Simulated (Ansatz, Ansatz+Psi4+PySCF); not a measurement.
```xyz
3

N     0.0004    0.4374   -0.3870
H     0.0035    1.3105    0.2261
O     0.0044   -0.5300    0.3151
```

Basis set: cc-pVTZ (spherical functions). Correlated methods keep 2 orbitals frozen. Charge 0, multiplicity 1.

Computed with Ansatz (development build ahead of 0.2.0); each method stands on the lowest determinant of its kind that the runs found. Restricted open shells among the atoms or ions are ROHF, correlated in semicanonical orbitals with singles.

(1) Give the atomization energy at this shape (free ground-state atoms in the same class of orbitals less the molecule, no zero-point energy) of singlet HNO by RHF-MP2, RHF.

Answers

(1)

```csv
method,atomization energy
RHF-MP2,842.7 kJ/mol
RHF,354.1 kJ/mol
```
